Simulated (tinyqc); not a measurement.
Inside a calculation. Method: Hueckel theory of the pi electrons with the omega technique, for the molecule c1ccsc1 (SMILES; centres numbered as the heavy atoms are written). Computed by tinyqc, a small Python program that keeps every step. Settings: charge = 0, omega = 0.6, damping = 0.3. Command: `OMP_NUM_THREADS=1 python tinyqc.py 21872 21873 out.jsonl` (the two numbers bound the seeds that draw the settings). One thread of a shared host (Intel(R) Xeon(R) Processor @ 2.60GHz), about 0.01 s of CPU time with the checks.

## The Hueckel matrix

Centres:

| centre | z_r, pi electrons of the neutral centre | h |
|---|---|---|
| 1C | 1 | 0.00000 |
| 2C | 1 | 0.00000 |
| 3C | 1 | 0.00000 |
| 4S | 2 | 0.96000 |
| 5C | 1 | 0.00000 |

Bonds:

| i | j | k |
|---|---|---|
| 1 | 2 | 1 |
| 2 | 3 | 1 |
| 3 | 4 | 0.61000 |
| 4 | 5 | 0.61000 |
| 5 | 1 | 1 |

H_rr = alpha + h_r beta, H_rs = k_rs beta for bonded centres.

Hueckel matrix in units of beta (H = alpha + beta A), lower triangle:
```
         1C       2C       3C       4S       5C
1C  0.00000
2C  1.00000  0.00000
3C  0.00000  1.00000  0.00000
4S  0.00000  0.00000  0.61000  0.96000
5C  1.00000  0.00000  0.00000  0.61000  0.00000
```

## Orbitals, round 1

pi electrons, sum of z_r less the charge = 6

Diagonalise; E = alpha + x beta with beta < 0, so the largest x are filled first; degenerate levels share their electrons. P = sum n_i c_ri c_si; each orbital has its largest coefficient positive (the first on a tie).

x values: 1.90091  0.97685  0.61803  -0.91776  -1.61803

occupations: 2.00000  2.00000  2.00000  0.00000  0.00000

coefficients:
```
        MO1       MO2       MO3       MO4       MO5
1C  0.44776  -0.45589  -0.37175  -0.30278   0.60150
2C  0.44776  -0.45589   0.37175  -0.30278  -0.60150
3C  0.40339   0.01055   0.60150   0.58066   0.37175
4S  0.52304   0.76427   0.00000  -0.37726   0.00000
5C  0.40339   0.01055  -0.60150   0.58066  -0.37175
```

charge and bond-order matrix P, lower triangle:
```
          1C        2C        3C       4S       5C
1C   1.09304
2C   0.54026   1.09304
3C  -0.09559   0.79883   1.04928
4S  -0.22845  -0.22845   0.43812  1.71535
5C   0.79883  -0.09559  -0.39793  0.43812  1.04928
```

## Omega technique, round 1

h_r = h_r(0) + omega q_r, omega = 0.6, with q_r = z_r - P_rr; 0.3 of the old diagonal is kept.

matrix after round 1, lower triangle:
```
          1C        2C        3C       4S        5C
1C  -0.03908
2C   1.00000  -0.03908
3C   0.00000   1.00000  -0.02070
4S   0.00000   0.00000   0.61000  1.07955
5C   1.00000   0.00000   0.00000  0.61000  -0.02070
```

## Orbitals, round 2

As before.

x values: 1.91602  1.02685  0.59229  -0.92309  -1.65206

occupations: 2.00000  2.00000  2.00000  0.00000  0.00000

coefficients:
```
        MO1       MO2       MO3       MO4       MO5
1C  0.41649  -0.48014  -0.36954  -0.30984   0.60286
2C  0.41649  -0.48014   0.36954  -0.30984  -0.60286
3C  0.39779  -0.03165   0.60286   0.58375   0.36954
4S  0.58018   0.73275   0.00000  -0.35562   0.00000
5C  0.39779  -0.03165  -0.60286   0.58375  -0.36954
```

charge and bond-order matrix P, lower triangle:
```
          1C        2C        3C       4S       5C
1C   1.08112
2C   0.53487   1.08112
3C  -0.08382   0.80731   1.04535
4S  -0.22037  -0.22037   0.41518  1.74707
5C   0.80731  -0.08382  -0.40841  0.41518  1.04535
```

## Omega technique, round 2

As before.

matrix after round 2, lower triangle:
```
          1C        2C        3C       4S        5C
1C  -0.04579
2C   1.00000  -0.04579
3C   0.00000   1.00000  -0.02526
4S   0.00000   0.00000   0.61000  1.10210
5C   1.00000   0.00000   0.00000  0.61000  -0.02526
```

## Convergence

Each round sets h_r = h_r(0) + omega (z_r - P_rr), keeping the share named as damping of the old diagonal; repeat until output and input diagonals agree to 1e-6.

Rounds:

| round | sum n x | largest \|h(out) - h(in)\| |
|---|---|---|
| 1 | 6.99159 | 1.71e-01 |
| 2 | 7.07030 | 3.22e-02 |
| 3 | 7.08572 | 6.36e-03 |
| 4 | 7.08879 | 1.26e-03 |
| 5 | 7.08940 | 2.52e-04 |
| 6 | 7.08952 | 5.02e-05 |
| 7 | 7.08955 | 1.00e-05 |
| 8 | 7.08955 | 1.99e-06 |
| 9 | 7.08955 | 3.97e-07 |

Converged in 9 rounds.

## Energy, charges, bond orders

final x values: 1.92106  1.03789  0.58583  -0.92512  -1.65965

occupations: 2.00000  2.00000  2.00000  0.00000  0.00000

final P, lower triangle:
```
          1C        2C        3C       4S       5C
1C   1.07892
2C   0.53356   1.07892
3C  -0.08150   0.80917   1.04412
4S  -0.21836  -0.21836   0.41003  1.75391
5C   0.80917  -0.08150  -0.41052  0.41003  1.04412
```

E = sum n x; q_r = z_r - P_rr; bond order p = P_rs; free valence = sqrt(3) - sum of p over the bonds of the atom.

pi energy = 6 alpha + this times beta = 7.08955

pi charges: 1C -0.07892, 2C -0.07892, 3C -0.04412, 4S 0.24609, 5C -0.04412

Bond orders and lengths from R = 1.517 - 0.180 p (angstrom, C-C alone):

| bond | p | R |
|---|---|---|
| 1-2 | 0.53356 | 1.42096 |
| 2-3 | 0.80917 | 1.37135 |
| 3-4 | 0.41003 | - |
| 4-5 | 0.41003 | - |
| 5-1 | 0.80917 | 1.37135 |

free valence of the carbons: 1C 0.38932, 2C 0.38932, 3C 0.51285, 5C 0.51285

gap between the highest filled and the next level = 1.51095 |beta|
